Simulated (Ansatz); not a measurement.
Cartesian coordinates (Å):
```xyz
4

F      1.1411    -0.6419     0.1310
B      0.0000     0.0000     0.0000
F     -1.1232    -0.6737    -0.1257
F     -0.0179     1.3156    -0.0054
```
Charge +1, spin multiplicity 2.

Calculation: frozen-core CCSD(T)/cc-pVTZ // B3LYP-D3(BJ)/def2-TZVP in Ansatz (a quantum-chemistry and plane-wave program). The geometry is that of the parent before the electron was removed. Warnings of the run: other_roots.

```
Property                       Result
----------------------  -------------
HF energy               -322.71993 Ha
MP2 correlation energy    -0.86053 Ha
```

Question: Estimate the CCSD correlation energy, the (T) correction, the total energy and the T1 diagnostic.

Answer: 
CCSD correlation energy: -0.85207 Ha
(T) correction: -0.03357 Ha
CCSD(T) total energy: -323.60558 Ha
T1 diagnostic: 0.018
